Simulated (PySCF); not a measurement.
Molecule: SMILES FC(CC#[O+])F, [C3H3F2O]+.

Molfile (atoms numbered from 1):
```
C3H3F2O
     RDKit          3D

  9  8  0  0  0  0  0  0  0  0999 V2000
    2.5106   -0.5633   -0.0469 O   0  0  0  0  0  0  0  0  0  0  0  0
    1.5214   -0.0460   -0.0592 C   0  0  0  0  0  0  0  0  0  0  0  0
    0.2502    0.5894   -0.0592 C   0  0  0  0  0  0  0  0  0  0  0  0
   -0.9403   -0.4379   -0.0214 C   0  0  0  0  0  0  0  0  0  0  0  0
   -0.6568   -1.3338    0.9239 F   0  0  0  0  0  0  0  0  0  0  0  0
   -2.0108    0.2622    0.3012 F   0  0  0  0  0  0  0  0  0  0  0  0
    0.2078    1.2024    0.8652 H   0  0  0  0  0  0  0  0  0  0  0  0
    0.1976    1.2659   -0.9341 H   0  0  0  0  0  0  0  0  0  0  0  0
   -1.0816   -0.9395   -0.9937 H   0  0  0  0  0  0  0  0  0  0  0  0
  1  2  3  0
  2  3  1  0
  3  4  1  0
  4  5  1  0
  4  6  1  0
  3  7  1  0
  3  8  1  0
  4  9  1  0
M  CHG  1   1   1
M  END
```

Geometry PBE0-D3(BJ)/def2-SVP throughout; GIAO in PySCF 2.14, gas phase, one conformer, non-relativistic; equivalent atoms averaged; functional PBE0.

(1) How do the shifts δ (against H2O, TMS, CFCl3 at the same level) depend on the basis set? (ppm; last column core-seconds on shared hosts with different chips, so compare them loosely)

(2) Which nucleus moves most, in ppm?

(3) Taking the largest basis, pcSseg-2 (258 functions), as the yardstick, rank the others by their worst heavy-atom deviation.

Answers

(1) 
```
    basis set  functions     O1     C2     C4    C3   F5/F6    H9  H7/H8  core-s
       STO-3G         33  260.5  121.0   90.4  23.5   -31.9  5.72   4.60     1.7
        6-31G         60  337.4  148.9  110.7  24.9  -101.0  7.16   4.62     3.3
     pcSseg-0         60  399.0  172.8  125.5  29.4   -93.8  7.64   4.99     5.6
       6-31G*         90  319.8  141.4  107.5  21.3   -90.4  6.95   4.22     4.8
     def2-SVP         99  343.1  146.3  108.5  19.0   -79.6  6.40   4.23     6.3
      cc-pVDZ         99  342.9  147.9  108.5  22.8   -87.2  6.52   4.19      10
     pcSseg-1        117  373.5  158.2  112.5  22.5   -95.7  6.75   4.51      14
  aug-cc-pVDZ        165  337.8  150.3  107.0  21.9   -94.9  6.88   4.48      21
6-311+G(2d,p)        180  354.9  155.1  110.5  21.5  -101.9  6.77   4.42      15
    def2-TZVP        204  362.8  156.3  113.3  22.5   -96.2  6.74   4.37      17
      cc-pVTZ        222  361.2  155.0  112.8  21.8   -94.6  6.75   4.44      31
     IGLO-III        240  363.8  158.4  114.7  22.6   -99.6  6.85   4.51      32
     pcSseg-2        258  367.4  160.1  115.7  22.7   -98.9  6.78   4.43      20
```

(2) O1 (oxygen bonded to C): from 260.5 ppm with STO-3G to 399.0 ppm with pcSseg-0. The smallest spread is 0.79 ppm, at H7/H8. Proton shifts span only some 12 ppm, so a few tenths of a ppm matter as much there as several ppm in carbon.

(3) IGLO-III 3.6 ppm (240 functions), def2-TZVP 4.6 ppm (204 functions), pcSseg-1 6.1 ppm (117 functions), cc-pVTZ 6.2 ppm (222 functions), 6-311+G(2d,p) 12.5 ppm (180 functions), def2-SVP 24.3 ppm (99 functions), cc-pVDZ 24.5 ppm (99 functions), aug-cc-pVDZ 29.6 ppm (165 functions), 6-31G 30.0 ppm (60 functions), pcSseg-0 31.6 ppm (60 functions), 6-31G* 47.6 ppm (90 functions), STO-3G 106.9 ppm (33 functions).

A small basis that lands close on one nucleus may do so by chance; judge by the trend and by all nuclei.
